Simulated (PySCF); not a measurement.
C₄H₇Cl.
Geometry (GFN2-xTB, Å), atoms numbered from 1 in this order:
```xyz
12
C4H7Cl angstrom
Cl     2.2408   -1.5452    0.3607
C      1.4158    0.0401    0.2077
C      0.1106   -0.1150   -0.5141
C     -1.0098    0.8369   -0.2060
C     -1.0978   -0.5896    0.2366
H      1.2692    0.4132    1.2210
H      2.1034    0.6917   -0.3327
H      0.2178   -0.4429   -1.5405
H     -0.8394    1.5953    0.5429
H     -1.6355    1.1655   -1.0212
H     -0.9847   -0.8050    1.2879
H     -1.7892   -1.2458   -0.2683
```

Probes without a nucleus sit at each ring's centroid and 1 Å off its mean plane on both sides; NICS is minus the shielding there, NICSzz its component along the normal. Level: GIAO PBE0/pcSseg-1 (PySCF, non-relativistic, gas phase) on the GFN2-xTB geometry, one conformer.

Ring bond lengths (Å), with Mayer bond orders in brackets: C3–C4 1.502 (0.94), C4–C5 1.496 (0.97), C5–C3 1.500 (0.94).

Problem. Give the NICS values of each ring in ppm.

Solution. 
```csv
ring,type,NICS(0),"NICS(1), two faces","NICS(1)zz, two faces",rms pucker (Å),"centre to ring atoms, mean (Å)"
C3–C4–C5,3-membered carbocycle; formal bonds all single,-43.5,-8.6 / -8.7,-21.0 / -23.6,0.00,0.87
```

Problem. What can be read from them?

Solution. 
- C3–C4–C5: mean NICS(1)zz -22.3 ppm, shielded. C3, C4, C5 have four or more neighbours, and the NICS criterion for π rings isn't applied. NICS(0) lies 35 ppm below the mean NICS(1).
